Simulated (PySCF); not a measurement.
All values below come from PySCF with PBE-D3(BJ)/def2-TZVP // PBE0-D3(BJ)/def2-TZVP. All species are isolated molecules in the gas phase. 

Reference species (SMILES): `Cl[C](Cl)Cl` (neutral, multiplicity 2).

```
Item           Result
-------------  ------
dipole moment  0.20 D
```

Changed species: `[CH3]` (radical fragment; the reference has radical fragment).

Problem. Predict the effect on the dipole moment.

Solution. the dipole moment decreases by 0.20 D, to 0.00 D.
